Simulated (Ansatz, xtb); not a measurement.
## Relaxing a trial structure of H5Si3

The starting geometry of this gas-phase doublet has its atoms placed at random.

```xyz
8

Si   -0.7125   -1.5573    0.3020
Si    0.8855   -0.5937   -0.1994
Si   -0.0689    0.6413    0.9532
H     2.0659   -0.6917    0.8567
H     0.9732   -0.5116    1.1380
H    -0.3287   -0.1763    2.1392
H    -0.6022    1.2919   -0.2521
H    -1.7039   -0.7826   -0.7639
```

Q: Guess where an optimisation with r2SCAN-D4/def2-SVP ends from this start.

A: It ends as a structure with H5 bridging Si3 and Si2, given below by its coordinates. Distances that change by over a tenth: Si1–Si2 (1.93 → 2.32 Å), Si2–Si3 (1.94 → 2.59 Å), Si2–H5 (1.34 → 1.81 Å).

The energy falls by 7.67 eV over 15 steps:

```json
{"step": "1", "E − E(last) (eV)": "7.671"}
{"step": "3", "E − E(last) (eV)": "2.607"}
{"step": "4", "E − E(last) (eV)": "1.835"}
{"step": "6", "E − E(last) (eV)": "0.623"}
{"step": "7", "E − E(last) (eV)": "0.255"}
{"step": "9", "E − E(last) (eV)": "0.048"}
{"step": "10", "E − E(last) (eV)": "0.034"}
{"step": "12", "E − E(last) (eV)": "0.001"}
{"step": "13", "E − E(last) (eV)": "0.000"}
{"step": "15", "E − E(last) (eV)": "0.000"}
```

Final geometry (Å):

```xyz
8

Si   -0.8050   -1.6929   -0.0281
Si    1.3566   -0.9025   -0.3221
Si   -0.4281    0.3697    1.0489
H     2.1471   -1.5226    0.8126
H     1.1607    0.4838    0.8276
H    -0.4793    0.4031    2.5404
H    -0.7739    1.6972    0.4646
H    -1.6698   -1.2157   -1.1701
```

From the same start GFN2-xTB ends elsewhere, at `[SiH][SiH2][SiH2]`.

From so rough a start the end depends on the optimiser's path, so another program may land elsewhere. No frequencies were run, so the end isn't proven a minimum. Open shells are spin-unrestricted. Run with Ansatz 0.2.0, 2.2 min on 1 thread of Intel(R) Xeon(R) Platinum 8259CL CPU @ 2.50GHz (Skylake/Cascade Lake), with other jobs on the host.
